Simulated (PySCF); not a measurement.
Species: cyanoallene, C4H3N.
Bonds: C1–C2 (double), C2–C3 (double), C3–C4, C4–N5 (triple). Hydrogens: H6, H7 on C1; H8 on C3.

The same species was optimised twice, with GFN2-xTB and with PBE0-D3(BJ)/def2-SVP (PySCF), and the same property calculations (PySCF, gas phase) were run on both structures.

```tsv
coordinate	GFN2-xTB	PBE0-D3(BJ)/def2-SVP	change
C3–C4 (Å)	1.410	1.428	+0.018
C1–H7 (Å)	1.078	1.095	+0.017
C1–H6 (Å)	1.078	1.095	+0.017
C3–H8 (Å)	1.083	1.097	+0.014
C4≡N5 (Å)	1.146	1.160	+0.014
C1=C2 (Å)	1.289	1.302	+0.013
C2=C3 (Å)	1.307	1.318	+0.011
C2–C3–H8 (°)	122.1	120.2	-1.9
H6–C1–H7 (°)	116.5	118.0	+1.5
C4–C3–H8 (°)	116.0	117.1	+1.1
C2–C1–H7 (°)	121.8	121.0	-0.8
C2–C1–H6 (°)	121.7	121.0	-0.7
C2–C3–C4 (°)	121.9	122.6	+0.7
C1–C2–C3 (°)	179.3	179.9	+0.6
C3–C4–N5 (°)	179.1	179.1	0.0
```

Rotational constants: A = 25695, B = 2764, C = 2538 MHz (GFN2-xTB) against A = 25852, B = 2679, C = 2470 MHz (PBE0-D3(BJ)/def2-SVP). Point groups within 0.08 Å: Cs and Cs.

On the GFN2-xTB structure: HOMO (eV) -8.24 [PBE0/pcSseg-1]; LUMO (eV) -1.40 [PBE0/pcSseg-1]; dipole (D) 4.39 [PBE0/pcSseg-1]; GIAO shielding of C1 (ppm) 103.0 [PBE0/pcSseg-1]; GIAO shielding of C2 (ppm) -46.9 [PBE0/pcSseg-1]; GIAO shielding of C3 (ppm) 115.3 [PBE0/pcSseg-1]; GIAO shielding of C4 (ppm) 70.4 [PBE0/pcSseg-1]; GIAO shielding of N5 (ppm) -56.6 [PBE0/pcSseg-1].

**Question.** What do these properties become on the PBE0-D3(BJ)/def2-SVP structure?

**Answer.** 
```json
{"property": "HOMO (eV)", "level": "PBE0/pcSseg-1", "on GFN2-xTB": "-8.24", "on PBE0-D3(BJ)/def2-SVP": "-8.23", "change": "+0.01"}
{"property": "LUMO (eV)", "level": "PBE0/pcSseg-1", "on GFN2-xTB": "-1.40", "on PBE0-D3(BJ)/def2-SVP": "-1.48", "change": "-0.08"}
{"property": "dipole (D)", "level": "PBE0/pcSseg-1", "on GFN2-xTB": "4.39", "on PBE0-D3(BJ)/def2-SVP": "4.43", "change": "+0.04"}
{"property": "energy, GFN2-xTB geometry as zero (kcal/mol)", "level": "PBE0/pcSseg-1", "on GFN2-xTB": "0.0", "on PBE0-D3(BJ)/def2-SVP": "-0.4", "change": "-0.4"}
{"property": "GIAO shielding of C1 (ppm)", "level": "PBE0/pcSseg-1", "on GFN2-xTB": "103.0", "on PBE0-D3(BJ)/def2-SVP": "99.6", "change": "-3.4"}
{"property": "GIAO shielding of C2 (ppm)", "level": "PBE0/pcSseg-1", "on GFN2-xTB": "-46.9", "on PBE0-D3(BJ)/def2-SVP": "-51.2", "change": "-4.3"}
{"property": "GIAO shielding of C3 (ppm)", "level": "PBE0/pcSseg-1", "on GFN2-xTB": "115.3", "on PBE0-D3(BJ)/def2-SVP": "111.6", "change": "-3.7"}
{"property": "GIAO shielding of C4 (ppm)", "level": "PBE0/pcSseg-1", "on GFN2-xTB": "70.4", "on PBE0-D3(BJ)/def2-SVP": "68.3", "change": "-2.1"}
{"property": "GIAO shielding of N5 (ppm)", "level": "PBE0/pcSseg-1", "on GFN2-xTB": "-56.6", "on PBE0-D3(BJ)/def2-SVP": "-63.2", "change": "-6.6"}
```

The heavy atoms differ by 0.026 Å rms after alignment. Among all bonds C1–H6, C1–H7 and C3–C4 change most and about equally (+0.017 to +0.018 Å). Changes are differences of the printed values. Neither structure is proved a minimum here.
